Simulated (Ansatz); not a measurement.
I need a rigid torsion scan of C3H6N2, SMILES CNC1=CN1. Use the Python package of Ansatz (0.2.0). Use (for the species named): Hartree-Fock, 6-31G* basis, multiplicity 1.

```xyz
11

C    -1.4088    0.3529    0.7634
N    -0.0257    0.2293    0.7821
C     0.6510   -0.1010   -0.2946
C     1.8553   -0.2249   -0.9576
N     0.6384   -0.6926   -1.5209
H    -1.8369    0.5376    1.7691
H    -1.7048    1.2877    0.1767
H    -1.9082   -0.4608    0.3059
H     0.4718    0.8709    1.4616
H     2.8338   -0.1658   -1.0630
H     0.4994   -1.6904   -1.4020
```

The script, `torsion.py`:
```python
"""Rigid torsion scan of C3H6N2."""

import logging
import sys

import ansatz as az
from ase import Atoms

logging.basicConfig(stream=sys.stdout, format="%(levelname)s %(message)s")
logger = logging.getLogger("ansatz_job")
logger.setLevel(logging.INFO)

BASIS_SET = "6-31G*"
FUNCTIONAL = "hf"
FORCE_TOL = 0.02

atoms = Atoms(["C", "N", "C", "C", "N", "H", "H", "H", "H", "H", "H"], positions=[
    [-1.4088, 0.3529, 0.7634],
    [-0.0257, 0.2293, 0.7821],
    [0.651, -0.101, -0.2946],
    [1.8553, -0.2249, -0.9576],
    [0.6384, -0.6926, -1.5209],
    [-1.8369, 0.5376, 1.7691],
    [-1.7048, 1.2877, 0.1767],
    [-1.9082, -0.4608, 0.3059],
    [0.4718, 0.8709, 1.4616],
    [2.8338, -0.1658, -1.063],
    [0.4994, -1.6904, -1.402],
])

# start the scan from a relaxed geometry
first = (
    az.Crystal.molecule_from_ase(atoms).calculation()
    .basis(gaussian=BASIS_SET)
    .functional(FUNCTIONAL)
    .accuracy("medium")  # preset for grids and thresholds
    .relax(force_tolerance=FORCE_TOL, max_steps=80)
)
atoms.positions = first.run().report["positions_ang"]

start = atoms.get_dihedral(0, 1, 2, 3)
energies = {}
for turn in range(0, 360, 40):
    turned = atoms.copy()
    turned.set_dihedral(0, 1, 2, 3, start + turn, indices=[2, 3, 4, 9, 10])
    model = (
        az.Crystal.molecule_from_ase(turned).calculation()
        .basis(gaussian=BASIS_SET)
        .functional(FUNCTIONAL)
        .accuracy("medium")  # preset for grids and thresholds
    )
    energies[round((start + turn) % 360)] = model.run().report["free_energy_ev"]
floor = min(energies.values())
logger.info("dihedral C0-N1-C2-C3 (deg)   E - E(min) (kcal/mol)")
for angle, e in sorted(energies.items()):
    logger.info(f"{angle:8d} {23.060548 * (e - floor):14.3f}  " + "#" * int(30 * (e - floor) / max(max(energies.values()) - floor, 1e-9)))
```

```console
$ python torsion.py
INFO dihedral C0-N1-C2-C3 (deg)   E - E(min) (kcal/mol)
INFO       37          6.474  ###################
INFO       77         10.211  ##############################
INFO      117          4.377  ############
INFO      157          0.000
INFO      197          3.375  #########
INFO      237          8.130  #######################
INFO      277          8.280  ########################
INFO      317          2.849  ########
INFO      357          0.663  #
```

Caveats:
- These settings explore the input space; basis and method may be short of convergence.
- The scan is rigid and the energies are electronic, in a modest basis. With rigid groups the curve can differ much from the relaxed path, the start wasn't checked as a minimum of this torsion, and equivalent turns needn't return to the same energy.
- It ran for 25 s on 1 thread of Intel(R) Xeon(R) Processor @ 2.30GHz, with other jobs on the host, peak memory 0.28 GiB.
